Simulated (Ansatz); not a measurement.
# C₂H₇NO: a ladder of functionals and wavefunction methods

How much do the methods differ for C₂H₇NO? The plan is to run it at one geometry with functionals of several rungs and with coupled cluster, and see how far each lands from CCSD(T) at the basis-set limit for the atomisation energy.

Program: Ansatz 0.2.0, Gaussian basis. Level of theory: functionals in def2-TZVPP, the program's frozen cores in correlated methods. These are calculated values, not measurements.

The runs, in order: LDA (SPW92), PBE-D4, revPBE-D4, BLYP-D4, r2SCAN-D4, B97M-V, PBE0-D4, B3LYP-D4, r2SCANh-D4, r2SCAN0-D4, HSE06-D4, BHLYP-D4, CAM-B3LYP-D4, LC-ωPBE, ωB97X-V, ωB97M-V, B2PLYP, PBE-QIDH; CCSD(T)/def2-SVP; CCSD(T)/def2-TZVPP; MP2/def2-QZVPP; extrapolation to the limit; RPA on PBE.

### 1 The geometry

An earlier PBE0-D4 in a triple-zeta def2 set relaxation fixed the geometry.

SMILES `CNCO`, 11 atoms, charge 0, spin multiplicity 1.

Atoms are counted from 1 here; the program's logs count them from 0.

Bond lengths: C1–N2 1.447 Å, C1–H5 1.091 Å, C1–H6 1.102 Å, C1–H7 1.093 Å, N2–C3 1.439 Å, N2–H8 1.013 Å, C3–O4 1.399 Å, C3–H9 1.101 Å, C3–H10 1.101 Å, O4–H11 0.963 Å. Angles: N2–C1–H5 109.6°, N2–C1–H6 114.3°, N2–C1–H7 109.5°, H5–C1–H6 108.0°, H5–C1–H7 107.6°, H6–C1–H7 107.6°, C1–N2–C3 113.8°, C1–N2–H8 110.6°, C3–N2–H8 109.2°, N2–C3–O4 110.6°, N2–C3–H9 107.1°, N2–C3–H10 114.1°, O4–C3–H9 112.1°, O4–C3–H10 105.4°, H9–C3–H10 107.6°, C3–O4–H11 106.4°.

### 2 LDA

This LDA is Slater exchange with PW92 correlation.

Contents of in.yaml:

```yaml
crystal:
  periodic: [false, false, false]
  atoms:
    - {symbol: C, position_ang: [-1.036144, 0.947857, -0.281335]}
    - {symbol: N, position_ang: [-0.481389, -0.306704, 0.180221]}
    - {symbol: C, position_ang: [0.944146, -0.408540, 0.009954]}
    - {symbol: O, position_ang: [1.435306, -1.551715, 0.648761]}
    - {symbol: H, position_ang: [-2.118334, 0.942597, -0.141992]}
    - {symbol: H, position_ang: [-0.829441, 1.172924, -1.339774]}
    - {symbol: H, position_ang: [-0.630223, 1.768229, 0.316760]}
    - {symbol: H, position_ang: [-0.929710, -1.087228, -0.284840]}
    - {symbol: H, position_ang: [1.385763, 0.514242, 0.415852]}
    - {symbol: H, position_ang: [1.265457, -0.498794, -1.038908]}
    - {symbol: H, position_ang: [1.059868, -1.549969, 1.535700]}
basis:
  gaussian: {orbitals: def2-TZVPP}
hamiltonian: {xc: lda}
output: {orbitals: {seedname: orbitals}}
```

Started as:

```console
ansatz run in.yaml --threads 2 --pin off --events-out ev --progress --plain --max-ram 4352MiB
```

After this run come: PBE-D4 (GGA); revPBE-D4 (GGA); BLYP-D4 (GGA); r2SCAN-D4 (meta-GGA); B97M-V (meta-GGA); PBE0-D4 (hybrid); B3LYP-D4 (hybrid); r2SCANh-D4 (hybrid); r2SCAN0-D4 (hybrid); HSE06-D4 (hybrid); BHLYP-D4 (hybrid); CAM-B3LYP-D4 (range-separated); LC-ωPBE (range-separated); ωB97X-V (range-separated); ωB97M-V (range-separated); B2PLYP (double hybrid); PBE-QIDH (double hybrid); CCSD(T) in def2-SVP; CCSD(T) in def2-TZVPP; MP2 in def2-QZVPP; RPA on PBE orbitals.

**Question.** What will the summary of the whole plan be? Wanted: atomisation energy, CCSD(T)/CBS; farthest beyond LDA; mean size of error, GGA; mean size of error, meta-GGA; mean size of error, hybrid; mean size of error, range-separated; mean size of error, double hybrid; gap, smallest and largest; T1 diagnostic.

The runs gave:

```
                               quantity                                                                                          value
        atomisation energy, CCSD(T)/CBS                                                                                  4075.6 kJ/mol
 functionals within 20.4 kJ/mol (0.5 %)  revPBE-D4, BLYP-D4, r2SCAN-D4, B97M-V, PBE0-D4, B3LYP-D4, HSE06-D4, LC-ωPBE, ωB97X-V, ωB97M-V
                    farthest beyond LDA                                                                       BHLYP-D4 (-131.4 kJ/mol)
                mean size of error, GGA                                                                                    38.2 kJ/mol
           mean size of error, meta-GGA                                                                                    11.8 kJ/mol
             mean size of error, hybrid                                                                                    44.6 kJ/mol
    mean size of error, range-separated                                                                                    14.0 kJ/mol
      mean size of error, double hybrid                                                                                    39.8 kJ/mol
              gap, smallest and largest                                                          5.63 eV (BLYP-D4), 12.85 eV (LC-ωPBE)
                          T1 diagnostic                                                                                         0.0097
triples share of the correlation energy                                                                                          3.6 %
```

LDA overbinds by 629.6 kJ/mol (15 %). PBE-D4 misses by +94.1 kJ/mol. Double hybrids carry the basis error of their MP2 part in triple zeta, and no dispersion term here, so their miss is partly the set-up's. The rungs meta-GGA, range-separated miss on average by less than the doubt on the reference (20.4 kJ/mol), so they tie. The reference freezes the cores and leaves out relativity and excitations past (T), so misses under about 20.4 kJ/mol can't be ranked. Hartree-Fock recovers 70 % of the binding; the rest is correlation. CCSD(T) in def2-SVP is off by -221.9 kJ/mol, more than most functionals: a good method in a small basis is no reference. Orbital gaps span 5.6 to 12.9 eV; exact exchange widens them.
